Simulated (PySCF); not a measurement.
A made-up structure of NaSiH3O, closed shell:

Na1  (-2.729, -1.284, 0.446)
O2  (-0.956, -0.449, 0.150)
Si3  (0.461, 0.233, -0.085)
H4  (1.482, -0.691, -0.692)
H5  (0.414, 1.421, -1.007)
H6  (-4.479, -1.101, 1.331)
(Å)

It is relaxed with PBE-D4/def2-SVP and then PBE0-D4/def2-TZVP (PySCF 2.14 with density fitting (its default auxiliary sets; JK sets also for MP2 and CCSD(T))). Atoms count as bonded within 1.22 times the sum of their covalent radii (H–H: 0.88 Å). The end point is not checked to be a true minimum.

(1) Does its bonding change? (A judgement: the text doesn't fix the answer.)

Answers

(1) By the calculation: No: no bond forms or breaks.

Where it ends: The first stage lowers the energy by 0.56 eV in 59 steps. It ends as NaSiH₃O ([NaH][O][SiH2]):
```
6
angstrom
Na -3.0045 -1.0366 0.7087
O -1.0738 -0.3927 -0.2460
Si 0.3037 0.1607 -0.5731
H 1.5342 -0.6607 -0.5219
H 0.5340 1.5708 -0.9605
H -4.5086 -1.4376 1.8547
```

Labels in which every atom is bracketed show which atoms are joined, not bond orders.

For scale, one of the runs: PBE0-D4/def2-TZVP relaxation, 118 basis functions, launched by `OMP_NUM_THREADS=2 python run.py`. The run took 63 s on 2 CPU threads of an Arm Neoverse V1 (shared host), with 1.1 GiB of host memory at its peak.
